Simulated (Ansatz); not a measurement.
Question: Name a neutral molecule of C, F, N and H with size of the dipole moment (B3LYP/def2-TZVPP) between 2.50 and 2.80 D and HOMO–LUMO gap (PBE0/def2-TZVPP) between 6.70 and 7.00 eV (Ansatz, PBE0-D4/def2-TZVP geometry).

Answer: `FC1N=CN1` (2.57 D, 6.95 eV); `CC1(F)C=N1` (2.68 D, 6.93 eV). Other molecules can fit too; these were computed, each in one conformer that needn't be the lowest.

B3LYP here is the variant with VWN-RPA as its local correlation; programs differ in this.
